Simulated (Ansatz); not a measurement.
```xyz
4

N     0.5500    0.0000    2.8000
N    -0.5500    0.0000    2.8000
N     0.5500    0.0000    0.0000
N    -0.5500    0.0000    0.0000
```

RHF on singlet N₄ was run in several spherical basis sets with Ansatz (development build ahead of 0.2.0).

Q: Rank the basis sets by the total energy that they give, lowest first, with the distance from the lowest.
A. cc-pVDZ
B. def2-SVP
C. 6-31G

A: A (0.00 eV), C (4.73 eV), B (5.58 eV).

Totals follow the description of the cores as much as that of the bonds, so this order isn't one of quality for chemistry.
